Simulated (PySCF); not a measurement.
**Chlorine: a sound run and one with changed settings**

Sound run: Cl [Ne] 3s2 3p5, Cl⁺ [Ne] 3s2 3p4. Computed with PySCF 2.14 in def2-TZVP, with no relativity, point nucleus. In the sound run the correlated levels freeze [Ne]. The sound run starts from symmetry-adapted Hartree-Fock orbitals and uses a fine grid where one is needed.

Changed run: basis STO-3G. This setting is unsound on purpose.

```tsv
species	method	sound run (hartree)	changed run (hartree)	converged
Cl	UHF	-459.47681	-454.54219	yes
Cl	MN15	-460.05039	-454.03338	yes
Cl	M06-L	-460.13830	-455.12501	yes
Cl	MP2	-459.63212	-454.54219	yes
Cl⁺	UHF	-459.04415	-454.12970	yes
Cl⁺	MN15	-459.57059	-453.56166	yes
Cl⁺	M06-L	-459.66428	-454.66149	yes
Cl⁺	MP2	-459.16501	-454.12970	yes
```

Ionisation energy of Cl:

```
 method  sound run (eV)  changed run (eV)
    UHF          11.773            11.224
   MN15          13.056            12.836
  M06-L          12.899            12.613
    MP2          12.711            11.224
SCS-MP2          12.707            11.224
```

A minimal basis cannot let orbitals breathe on ionisation and holds almost no correlation.

For comparison, NIST gives 12.968 eV between the lowest levels.
